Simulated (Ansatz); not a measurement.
Process, species as SMILES: ClO (OH-Cl) → Cl atom + H atom + O atom
B3LYP-D3(BJ)/def2-TZVP geometries, fixed; electronic energies without zero-point terms.

Basis-set convergence of the atomisation energy at CCSD(T) with Ansatz (a quantum-chemistry and plane-wave program). Cartesian d functions, on some or all atoms, in 6-31G*, 6-31+G*, 6-311G**, 6-311+G**; all else is spherical. Cores are frozen. Open shells are unrestricted. No added dispersion term, no relativity. Functions are those of the species that has most. Reference: Hartree-Fock in aug-cc-pV(Q+d)Z plus the correlation part extrapolated as X^-3 from aug-cc-pV(T+d)Z and aug-cc-pV(Q+d)Z, 165.97 kcal/mol, itself unsure by roughly 0.88 kcal/mol (a third of the extrapolation step and of the last Hartree-Fock step). Deviations are taken from unrounded values.

| basis | functions | atomisation energy (kcal/mol) |
|---|---|---|
| 6-31G* | 36 | 136.60 |
| 6-31+G* | 44 | 138.05 |
| def2-SVP | 37 | 142.13 |
| def2-SVPD | 58 | 147.45 |
| pcseg-1 | 37 | 139.12 |
| aug-pcseg-1 | 59 | 147.66 |
| cc-pV(D+d)Z | 42 | 139.92 |
| aug-cc-pV(D+d)Z | 64 | 149.75 |
| 6-311G** | 51 | 142.11 |
| 6-311+G** | 59 | 144.55 |
| def2-TZVP | 74 | 154.31 |
| def2-TZVPD | 95 | 156.12 |
| pcseg-2 | 78 | 158.56 |
| aug-pcseg-2 | 119 | 160.35 |
| cc-pV(T+d)Z | 83 | 157.10 |
| aug-cc-pV(T+d)Z | 124 | 160.25 |
| def2-TZVPP | 87 | 157.75 |
| def2-TZVPPD | 108 | 158.79 |
| cc-pV(Q+d)Z | 149 | 162.25 |
| aug-cc-pV(Q+d)Z | 215 | 163.72 |
| def2-QZVPP | 157 | 162.46 |
| def2-QZVPPD | 178 | 162.75 |
| pcseg-3 | 157 | 163.42 |
| aug-pcseg-3 | 223 | 163.79 |

What the diffuse functions change, pair by pair:
- 6-31G* to 6-31+G*: 8 more functions, deviation -29.37 to -27.92 kcal/mol
- def2-SVP to def2-SVPD: 21 more functions, deviation -23.84 to -18.53 kcal/mol
- pcseg-1 to aug-pcseg-1: 22 more functions, deviation -26.85 to -18.31 kcal/mol
- cc-pV(D+d)Z to aug-cc-pV(D+d)Z: 22 more functions, deviation -26.06 to -16.22 kcal/mol
- 6-311G** to 6-311+G**: 8 more functions, deviation -23.86 to -21.43 kcal/mol
- def2-TZVP to def2-TZVPD: 21 more functions, deviation -11.66 to -9.86 kcal/mol
- pcseg-2 to aug-pcseg-2: 41 more functions, deviation -7.41 to -5.62 kcal/mol
- cc-pV(T+d)Z to aug-cc-pV(T+d)Z: 41 more functions, deviation -8.88 to -5.72 kcal/mol
- def2-TZVPP to def2-TZVPPD: 21 more functions, deviation -8.22 to -7.19 kcal/mol
- cc-pV(Q+d)Z to aug-cc-pV(Q+d)Z: 66 more functions, deviation -3.73 to -2.26 kcal/mol
- def2-QZVPP to def2-QZVPPD: 21 more functions, deviation -3.51 to -3.23 kcal/mol
- pcseg-3 to aug-pcseg-3: 66 more functions, deviation -2.56 to -2.19 kcal/mol

Leaving out the reference's own pair, they bring the value nearer the reference by more than 0.88 kcal/mol in 9 of 11 pairs.
